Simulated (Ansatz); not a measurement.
Two shapes of singlet BH3.

Shape 1:

```xyz
4

B    -0.0327   -0.0105    0.0363
H     1.2172    0.0195   -0.0448
H    -0.5711    1.0270   -0.0339
H    -0.6064   -1.0033   -0.0276
```

Shape 2:

```xyz
4

B     0.0320    0.0307    0.1005
H     1.1998    0.0806    0.0324
H    -0.6147    0.9734   -0.1062
H    -0.6807   -0.9570    0.0208
```

Basis set: aug-cc-pVDZ (spherical functions). Correlated methods keep 1 orbital frozen. Charge 0, multiplicity 1.

Computed with Ansatz (development build ahead of 0.2.0); each method stands on the lowest determinant of its kind that the runs found.

(1) Which shape is lower in energy, and by how much in each method?

Answers

(1)

```tsv
method	E(2) − E(1) (eV)
RHF	0.081
RHF-MP2	0.075
```

Shape 1 is lower.
